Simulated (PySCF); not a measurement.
Computed with PBE-D3(BJ)/def2-TZVP // r2SCAN-D4/def2-TZVP in PySCF 2.14.0. All species are isolated molecules in the gas phase. 

Reference species (SMILES): `[SiH3]C` (neutral, multiplicity 1).

```
Item           Result
-------------  ------
dipole moment  0.86 D
```

Changed species: `B[SiH3]` (X = boryl, parent; the reference has X = methyl, parent).

Q: Predict the effect on the dipole moment.

A: the dipole moment falls by 0.57 D, to 0.29 D.
